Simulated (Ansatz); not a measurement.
A calculation with Ansatz (development build ahead of 0.2.0).

```yaml
crystal:
  periodic: [false, false, false]
  atoms:
    - { symbol: "N", position_ang: [-0.02458, 0.04351, -0.55323] }
    - { symbol: "N", position_ang: [0.02599, 0.02897, 0.58618] }
basis:
  gaussian: { orbitals: cc-pVTZ }
total_charge: 1
magnetization:
  spin_polarized: true
  initial_magnetization: 1
hamiltonian:
  xc: hf
correlation:
  method: mp2
  frozen_orbitals: { "N": 1 }
```

The input is written out in the form of the current development build from the run's settings.

Results

* Converged: yes
* Reference energy: -108.42779 hartree
* Correlation energy: -0.31080 hartree
* Total energy: -108.73859 hartree
* Spin squared of the determinant: 0.799

Caution: MP2 on this radical cation hangs on the determinant chosen.
